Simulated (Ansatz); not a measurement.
in.yaml

```yaml
crystal:
  periodic: [false, false, false]
  atoms:
    - {symbol: Si, position_ang: [0.000000, -0.072910, 0.461855]}
    - {symbol: C, position_ang: [0.000000, 0.066771, -1.143840]}
    - {symbol: H, position_ang: [0.000000, 1.235946, 0.760838]}
basis:
  gaussian: {orbitals: 6-31G}
magnetization: {spin_polarized: false, initial_magnetization: 3}
correlation: {active_space: {window: {electrons: 5, orbitals: 5}, states: [{multiplicity: 4, weights: [1, 1]}], root: 5}}
scf: {lower_state_search: off}
```

```sh
$ ansatz run in.yaml --threads 1 --pin off --events-out ev --progress --plain --max-ram 2393MiB
```

**Question.** One thing in this input was set wrong on purpose, beside settings that are merely unusual. What is the gravest fault, and what does the program do?

**Answer.** Root beyond the states. How the run ends: refused.
```
Error: the active space averages no state 5, counted from zero
```
